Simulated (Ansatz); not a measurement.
**CHAl (singlet): the correlation ladder at a displaced geometry (v1), 6-31G**

How much of the correlation energy of CHAl (singlet) does each wave-function method recover here?

Program: Ansatz 0.2.0, Gaussian basis. Level of theory: 6-31G, core rule «outside noble gas», up to 6 orbitals frozen. These are calculated values, not measurements.

The runs, in order: UHF; CCSD(T) on RHF; CCSD(T) on UHF; BCCD(T) on RHF; CISD; CCSDT(Q) on RHF; CCSDT(Q) on UHF; CCSDTQ on RHF; CCSDTQ on UHF; CASSCF and MRCISD+Q, 8 electrons in 9 orbitals; CASSCF and NEVPT4(SD), 8 electrons in 9 orbitals; CASSCF and NEVPT2, 8 electrons in 9 orbitals; Full CI.

16 further runs of the same task are left out: 7 that didn't finish, 9 set aside as unsound or not needed.

## (1) The geometry

The geometry is a PBE0/def2-TZVP stationary point (not a proven minimum) with its atoms shifted at random (size 0.040 Å).

3 atoms, charge 0, spin multiplicity 1.

Atoms are counted from 1 here; the program's logs count them from 0.

Bond lengths: Al1–C2 1.935 Å, Al1–H3 1.539 Å. Angles: C2–Al1–H3 177.9°.

## (2) UHF

File in.yaml:

```yaml
crystal:
  periodic: [false, false, false]
  atoms:
    - {symbol: Al, position_ang: [-0.015433, -0.009008, 0.132446]}
    - {symbol: C, position_ang: [-0.016266, -0.025151, -1.802236]}
    - {symbol: H, position_ang: [0.031698, 0.034159, 1.669790]}
basis:
  gaussian: {orbitals: 6-31G}
magnetization: {spin_polarized: true, initial_magnetization: 0}
hamiltonian: {xc: hf}
output: {orbitals: {seedname: orbitals}}
```

Started as:

```sh
$ ansatz run in.yaml --threads 1 --pin off --events-out ev --progress --plain --max-ram 2393MiB
```

The runs that follow: CCSD(T) on RHF; CCSD(T) on UHF; BCCD(T) on RHF; CISD; CCSDT(Q) on RHF; CCSDT(Q) on UHF; CCSDTQ on RHF; CCSDTQ on UHF; CASSCF and MRCISD+Q, 8 electrons in 9 orbitals; CASSCF and NEVPT4(SD), 8 electrons in 9 orbitals; CASSCF and NEVPT2, 8 electrons in 9 orbitals; Full CI.

**Question.** What will the summary of the whole plan be? Wanted: FCI below the RHF energy; RMP2 from FCI; RCCSD from FCI; RCCSD(T) from FCI; RCCSDT(Q) from FCI; NEVPT2 valence from FCI; NEVPT4(SD) valence from FCI; MRCISD+Q valence from FCI; T1 diagnostic.

As calculated:

| quantity | value |
| --- | --- |
| FCI below the RHF energy | -4.0969 eV |
| RMP2 from FCI | +1049.3 meV |
| RCCSD from FCI | +292.7 meV |
| RCCSD(T) from FCI | +119.3 meV |
| RCCSDT(Q) from FCI | +34.5 meV |
| NEVPT2 valence from FCI | +257.3 meV |
| NEVPT4(SD) valence from FCI | +40.5 meV |
| MRCISD+Q valence from FCI | +9.6 meV |
| levels within 1 kcal/mol (43 meV) | RCCSDT(Q), RCCSDTQ, NEVPT4(SD) valence, MRCISD valence, MRCISD+Q valence |
| T1 diagnostic | 0.031 |
| effectively unpaired electrons | 2.11 |

RCCSD(T) misses by +119.3 meV, 2.9 % of the correlation energy. With 2.1 effectively unpaired electrons against 0 the state is strongly multireference. Coupled cluster on one determinant still stays close here. Of the multireference levels listed MRCISD+Q valence comes nearest in total energy (+9.6 meV), which doesn't show that its space is the better one. Coupled cluster took another determinant than the lowest Hartree-Fock one. These misses are within one basis, not against nature.
